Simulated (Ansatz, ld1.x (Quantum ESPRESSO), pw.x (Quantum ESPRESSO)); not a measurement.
## vanadium (V): one change to the RRKJ potential, in the atom and in the bcc crystal

```json
{"Element": "vanadium", "Generator": "ld1.x (Quantum ESPRESSO) 7.5", "Type": "norm-conserving RRKJ (Kleinman–Bylander form)", "Functional": "LDA (PW92)", "Relativity": "scalar-relativistic", "Frozen core": "[Ar]", "Valence charge": "5", "Reference configuration": "3d3 4s2 4p0", "Partial waves": "4p (bound, empty): rc 2.65 bohr; 3d (bound): rc 1.70 bohr; 4s (bound): rc 2.95 bohr", "Local potential": "the s channel", "Core correction": "Bessel-smoothed model core, default radius (core density twice the valence density)", "rho0": "0.001"}
```

Change: all radii but the core radius scaled by about 1.21 (s 3.58, p 3.22, d 2.06 bohr).

Cutoffs, loose and tight: the cutoffs (Ry, on a coarse ladder) from which the occupation-weighted sum of valence levels, in a spherical-Bessel basis at the reference potential, stays within 10 and 1 mRy of its value at 400 Ry. They do not see the model core or the augmentation charge, which bear on the density cutoff. Test errors are all-electron minus pseudo excitation energies from the reference, over the configurations 3d3 4s1 4p0; 3d3 4s0 4p0; 3d2 4s0 4p0; 3d4 4s1 4p0; 3d3 4s1.5 4p0; 3d3.5 4s1.5 4p0; 3d2 4s2 4p0 (two spin-polarised tests are not counted in the largest error); variants that change the core or the reference have their own tests.

Crystal test: bcc V in pw.x 7.5, no spin, 16³ k-points, Fermi–Dirac smearing 0.01 Ry, cutoffs set for each file from its atomic test. The reference is all-electron LAPW (Ansatz 0.2.0) with the same functional, mesh and smearing; V0 and B0 come from Birch–Murnaghan fits to the pressures at five volumes. Errors are pseudo minus all-electron; Δ is the rms difference of the E(V) curves that follow from these fits, minima aligned, over ±6 % about the mean V0. Mesh and smearing are coarse, so the numbers serve the comparison and aren't converged zero-temperature values; the lattice is a test structure that the element need not adopt.

All-electron: a0 = 2.929 Å (V0 = 12.57 Å³/atom), B0 = 206.3 GPa.

Does the change bring the crystal closer to the all-electron result?

The mean pressure error goes from +16.41 to -5.61 GPa, so the change moves the solid closer to the all-electron pressures.

| quantity | base | changed |
| --- | --- | --- |
| outcome (atom) | generated | generated |
| cutoff, loose (atom) | 55 Ry | 40 Ry |
| cutoff, tight (atom) | 70 Ry | 55 Ry |
| bound ghosts (atom) | none | none |
| largest test error (meV) (atom) | -246 over the solved tests; 1 of 9 tests not solved or not reliable | -644 |
| cutoffs in pw.x (Ry) | 85/340 | 70/280 |
| a0 (Å) | – | 2.902 |
| a0 error (%) | – | -0.93 |
| B0 error (%) | – | -6.4 |
| Δ (meV/atom) | – | 15.6 |
| mean pressure error (GPa) | +16.41 | -5.61 |

A dash: not determined, or the minimum lies outside the volumes sampled.

Base: The largest radius (2.95 bohr) exceeds half the bond length (2.39 bohr), so the spheres overlap, which is one possible source of error among others. This is a poor potential for the solid. Atomic configuration tests: 1 of 9 tests not solved or not reliable. Changed file: The largest radius (3.58 bohr) exceeds half the bond length (2.39 bohr), so the spheres overlap, which is one possible source of error among others. This is a poor potential for the solid. The atomic cutoffs weigh occupied waves only.
